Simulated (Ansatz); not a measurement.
Born–Oppenheimer molecular dynamics of C4H8FN (14 atoms, charge 0, multiplicity 1). It starts from a relaxed structure.

These are results of RKS PBE/STO-3G (Ansatz), not measurements.

```
ensemble                      : NVE (velocity Verlet)
time step                     : 0.5 fs
steps asked                   : 362
starting velocities drawn for : 300 K
seed                          : 475032
```

Frames 2.5 fs apart, positions in Å, forces in eV/Å.

Velocities at 130.0 fs (Å/ps):

```
C 1.89 -3.30 -2.01
C -1.05 0.38 10.54
C 4.47 0.00 -2.82
N -2.64 -1.72 -1.66
C -2.02 3.90 -9.06
F 0.03 1.76 2.99
H -8.07 -7.46 12.73
H -2.81 3.82 2.30
H 2.95 3.12 5.62
H 7.45 -3.73 -15.74
H -18.60 -2.57 5.65
H 8.15 -4.95 -15.57
H 4.63 -4.12 0.67
H 3.37 -5.17 10.93
```

```xyz
14
Properties=species:S:1:pos:R:3:forces:R:3 time_fs=130.0 energy_less_start_eV=0.201 T=172
C -0.699 -1.523 0.812 0.92 -0.75 0.09
C 0.385 -0.944 -0.183 -0.37 -0.53 -1.14
C 0.236 0.580 -0.344 0.41 0.40 0.75
N 0.619 1.465 0.807 -0.54 -1.04 -0.15
C -0.377 1.221 -1.373 -0.98 -0.90 -1.33
F -0.553 2.582 -1.339 0.12 0.48 -0.13
H -1.701 -1.475 0.342 0.08 -0.08 0.08
H -0.432 -2.598 1.056 -0.43 0.88 -0.22
H -0.713 -0.942 1.757 0.00 -0.04 -0.14
H 0.291 -1.518 -1.188 0.04 1.19 1.32
H 1.423 -1.123 0.166 -0.02 -0.32 0.37
H 1.614 1.251 1.084 0.51 -0.36 0.06
H 0.695 2.417 0.360 -0.17 0.62 -0.27
H -0.844 0.681 -2.260 0.43 0.46 0.70
14
Properties=species:S:1:pos:R:3:forces:R:3 time_fs=132.5 energy_less_start_eV=0.173 T=190
C -0.693 -1.532 0.807 -0.12 0.73 0.67
C 0.380 -0.944 -0.161 -0.81 -0.19 -2.09
C 0.248 0.581 -0.350 -0.44 0.79 -0.15
N 0.612 1.458 0.802 0.74 -0.68 0.01
C -0.383 1.228 -1.397 0.53 -0.98 1.35
F -0.553 2.587 -1.332 0.03 0.52 -0.32
H -1.716 -1.495 0.376 0.29 0.03 -0.05
H -0.448 -2.572 1.057 0.04 -0.42 0.04
H -0.705 -0.939 1.761 0.01 -0.32 -0.50
H 0.311 -1.489 -1.181 -0.04 0.95 1.32
H 1.389 -1.140 0.195 0.84 -0.35 0.64
H 1.641 1.230 1.047 -0.45 -0.05 -0.02
H 0.701 2.424 0.353 -0.25 0.14 -0.08
H -0.829 0.678 -2.225 -0.37 -0.16 -0.80
14
Properties=species:S:1:pos:R:3:forces:R:3 time_fs=135.0 energy_less_start_eV=0.205 T=169
C -0.687 -1.538 0.806 -0.64 0.83 0.39
C 0.373 -0.945 -0.148 0.89 1.18 0.72
C 0.257 0.587 -0.357 -0.97 0.62 -0.51
N 0.608 1.449 0.798 1.05 0.22 -0.27
C -0.387 1.230 -1.415 1.00 -1.05 2.18
F -0.552 2.594 -1.326 0.00 0.27 -0.46
H -1.716 -1.513 0.406 0.09 0.13 -0.29
H -0.463 -2.566 1.060 0.34 -0.95 0.14
H -0.697 -0.953 1.741 0.02 0.04 0.17
H 0.328 -1.413 -1.109 -0.21 -0.81 -1.51
H 1.393 -1.176 0.258 -0.33 0.12 -0.01
H 1.645 1.206 1.009 -0.53 0.16 0.10
H 0.692 2.439 0.343 -0.26 -0.64 0.31
H -0.833 0.668 -2.230 -0.46 -0.12 -0.95
14
Properties=species:S:1:pos:R:3:forces:R:3 time_fs=137.5 energy_less_start_eV=0.248 T=141
C -0.684 -1.541 0.807 -0.54 -0.86 0.44
C 0.370 -0.941 -0.132 1.54 1.03 0.51
C 0.262 0.595 -0.365 -1.08 -0.01 -0.19
N 0.608 1.440 0.793 0.18 0.16 -0.35
C -0.387 1.227 -1.423 0.15 -1.26 0.73
F -0.552 2.602 -1.321 0.04 -0.21 -0.52
H -1.711 -1.524 0.419 -0.17 0.17 -0.40
H -0.460 -2.607 1.068 0.12 0.49 -0.22
H -0.688 -0.964 1.730 -0.01 0.30 0.73
H 0.334 -1.376 -1.112 -0.10 -1.00 -1.32
H 1.382 -1.205 0.321 -0.74 0.47 -0.54
H 1.623 1.190 0.978 0.38 0.10 0.39
H 0.667 2.421 0.348 -0.13 -0.15 0.22
H -0.859 0.656 -2.284 0.35 0.76 0.53
14
Properties=species:S:1:pos:R:3:forces:R:3 time_fs=140.0 energy_less_start_eV=0.294 T=112
C -0.684 -1.547 0.811 -0.76 -0.58 1.01
C 0.373 -0.931 -0.116 0.28 -0.15 -2.93
C 0.261 0.602 -0.375 -0.83 -0.80 0.39
N 0.609 1.432 0.786 -0.08 -0.54 -0.03
C -0.386 1.219 -1.427 -0.31 -0.14 0.11
F -0.552 2.609 -1.318 0.14 -0.74 -0.50
H -1.714 -1.524 0.410 0.05 0.14 -0.18
H -0.450 -2.624 1.065 0.00 0.86 -0.30
H -0.679 -0.962 1.756 -0.11 -0.21 -0.03
H 0.335 -1.392 -1.179 0.12 0.19 1.66
H 1.335 -1.209 0.356 0.48 0.35 -0.30
H 1.619 1.180 0.970 0.49 0.17 0.40
H 0.636 2.398 0.365 0.02 0.81 -0.10
H -0.868 0.684 -2.312 0.51 0.63 0.80
14
Properties=species:S:1:pos:R:3:forces:R:3 time_fs=142.5 energy_less_start_eV=0.276 T=123
C -0.687 -1.555 0.819 -0.86 1.20 0.64
C 0.378 -0.922 -0.112 -0.62 -0.30 -2.83
C 0.257 0.606 -0.383 -0.41 -1.28 0.83
N 0.610 1.422 0.779 0.49 0.07 0.07
C -0.386 1.209 -1.429 0.04 1.66 0.96
F -0.551 2.613 -1.316 0.25 -1.06 -0.41
H -1.714 -1.517 0.391 0.26 0.04 0.10
H -0.438 -2.598 1.045 0.15 -0.39 -0.01
H -0.677 -0.971 1.782 -0.19 -0.47 -0.53
H 0.342 -1.403 -1.164 0.17 0.23 1.56
H 1.315 -1.191 0.372 1.16 0.22 -0.06
H 1.640 1.181 0.983 -0.34 0.36 0.07
H 0.605 2.415 0.379 0.10 0.14 0.10
H -0.851 0.745 -2.301 -0.19 -0.41 -0.48
14
Properties=species:S:1:pos:R:3:forces:R:3 time_fs=145.0 energy_less_start_eV=0.244 T=144
C -0.695 -1.558 0.830 0.00 1.30 -0.52
C 0.381 -0.915 -0.121 0.35 0.40 1.19
C 0.250 0.604 -0.386 -0.06 -1.27 0.92
N 0.612 1.412 0.772 0.31 1.07 0.06
C -0.385 1.208 -1.428 -0.06 2.22 0.82
F -0.549 2.615 -1.316 0.30 -1.03 -0.30
H -1.701 -1.507 0.376 -0.05 -0.07 0.11
H -0.417 -2.591 1.024 0.07 -0.77 0.07
H -0.686 -1.004 1.782 -0.19 0.03 0.17
H 0.357 -1.407 -1.070 0.04 -1.00 -1.46
H 1.353 -1.159 0.382 -0.08 0.42 -0.50
H 1.644 1.203 1.001 -0.40 0.22 -0.12
H 0.580 2.438 0.399 0.11 -0.79 0.28
H -0.843 0.785 -2.314 -0.33 -0.74 -0.71
14
Properties=species:S:1:pos:R:3:forces:R:3 time_fs=147.5 energy_less_start_eV=0.205 T=169
C -0.702 -1.556 0.839 1.19 -0.27 -1.05
C 0.385 -0.906 -0.126 0.66 -0.22 1.61
C 0.243 0.596 -0.386 -0.02 -0.67 0.60
N 0.616 1.407 0.765 -0.42 0.66 0.28
C -0.386 1.217 -1.423 -0.77 1.14 -0.79
F -0.546 2.613 -1.317 0.26 -0.69 -0.23
H -1.691 -1.501 0.368 -0.36 -0.11 0.01
H -0.396 -2.621 1.007 -0.41 0.49 -0.08
H -0.706 -1.036 1.792 -0.13 0.40 0.69
H 0.376 -1.462 -1.047 -0.03 -0.61 -1.31
H 1.391 -1.103 0.364 -0.67 0.27 -0.45
H 1.629 1.236 1.013 0.32 -0.14 -0.02
H 0.560 2.423 0.432 -0.01 -0.17 -0.04
H -0.849 0.786 -2.360 0.38 -0.09 0.80
14
Properties=species:S:1:pos:R:3:forces:R:3 time_fs=150.0 energy_less_start_eV=0.255 T=137
C -0.704 -1.554 0.842 1.11 -0.09 -0.37
C 0.392 -0.898 -0.124 -0.32 -2.03 -1.15
C 0.235 0.584 -0.382 -0.30 0.47 -0.12
N 0.619 1.404 0.760 -0.37 -0.44 0.71
C -0.390 1.232 -1.421 -0.49 -0.18 -0.65
F -0.543 2.609 -1.319 0.16 -0.03 -0.19
H -1.700 -1.501 0.361 0.01 -0.07 0.13
H -0.396 -2.628 0.985 -0.46 0.65 0.00
H -0.734 -1.049 1.835 0.00 -0.05 -0.32
H 0.393 -1.546 -1.091 -0.06 1.30 1.24
H 1.395 -1.033 0.323 0.15 -0.24 0.25
H 1.629 1.261 1.023 0.34 -0.29 -0.05
H 0.539 2.400 0.463 -0.16 0.89 -0.45
H -0.837 0.779 -2.365 0.39 0.12 0.97
14
Properties=species:S:1:pos:R:3:forces:R:3 time_fs=152.5 energy_less_start_eV=0.296 T=110
C -0.701 -1.551 0.844 0.34 1.00 -0.18
C 0.398 -0.900 -0.127 -0.72 -1.79 -0.99
C 0.226 0.575 -0.379 -0.52 1.41 -0.66
N 0.620 1.399 0.758 0.00 0.24 0.75
C -0.396 1.246 -1.421 0.54 -1.02 1.09
F -0.539 2.605 -1.321 0.05 0.77 -0.17
H -1.707 -1.505 0.361 0.39 0.04 0.19
H -0.421 -2.603 0.965 -0.03 -0.51 0.23
H -0.761 -1.063 1.861 0.20 -0.22 -0.88
H 0.406 -1.562 -1.075 -0.10 1.27 1.01
H 1.406 -0.977 0.295 0.48 -0.58 0.61
H 1.646 1.271 1.030 -0.29 -0.18 -0.29
H 0.511 2.418 0.469 0.00 -0.10 -0.25
H -0.805 0.776 -2.321 -0.34 -0.35 -0.45
14
Properties=species:S:1:pos:R:3:forces:R:3 time_fs=155.0 energy_less_start_eV=0.332 T=87
C -0.696 -1.545 0.845 0.40 0.30 -0.90
C 0.400 -0.910 -0.133 0.21 0.56 2.18
C 0.215 0.573 -0.379 -0.27 1.45 -0.40
N 0.620 1.396 0.759 -0.37 0.90 0.44
C -0.400 1.255 -1.417 0.73 -1.74 1.31
F -0.535 2.603 -1.323 -0.03 1.29 -0.17
H -1.696 -1.506 0.372 0.06 0.18 -0.09
H -0.449 -2.602 0.957 0.15 -0.62 0.26
H -0.776 -1.086 1.842 0.32 0.32 0.04
H 0.413 -1.513 -1.012 -0.10 -0.73 -1.76
H 1.438 -0.954 0.299 -0.55 -0.62 0.21
H 1.649 1.270 1.020 -0.24 -0.08 -0.33
H 0.484 2.432 0.462 0.25 -0.91 0.02
H -0.790 0.755 -2.298 -0.55 -0.31 -0.83
14
Properties=species:S:1:pos:R:3:forces:R:3 time_fs=157.5 energy_less_start_eV=0.273 T=125
C -0.688 -1.538 0.841 0.65 -1.39 -1.12
C 0.403 -0.918 -0.130 0.34 0.84 1.66
C 0.203 0.577 -0.380 0.32 0.65 0.55
N 0.619 1.396 0.762 -0.88 -0.02 0.32
C -0.400 1.255 -1.407 -0.20 -2.22 -0.61
F -0.531 2.605 -1.327 -0.05 1.19 -0.19
H -1.681 -1.497 0.377 -0.32 0.25 -0.32
H -0.470 -2.632 0.964 0.03 0.56 0.10
H -0.774 -1.091 1.825 0.35 0.65 0.69
H 0.415 -1.496 -1.037 -0.07 -0.62 -1.28
H 1.441 -0.967 0.316 -0.72 -0.51 -0.03
H 1.640 1.264 0.991 0.30 -0.05 -0.15
H 0.470 2.401 0.453 0.24 0.12 -0.09
H -0.804 0.719 -2.316 0.02 0.55 0.46
```

Of the whole run (181 fs, mean temperature of the second half 148 K): The conserved energy stayed within 0.28 meV per atom of its start (net change 0.22 meV per atom), so the integration is sound. The temperature averaged 0.49 of the 300 K drawn at the start: a run that starts near a minimum puts about half its kinetic energy into the potential. A run of 0.18 ps of so small a system gives no equilibrium averages. Limits of this set-up: minimal basis.

The run took 18 min on 1 thread of Intel(R) Xeon(R) Platinum 8259CL CPU @ 2.50GHz (Skylake/Cascade Lake), on a shared host, peak memory 0.1 GiB.
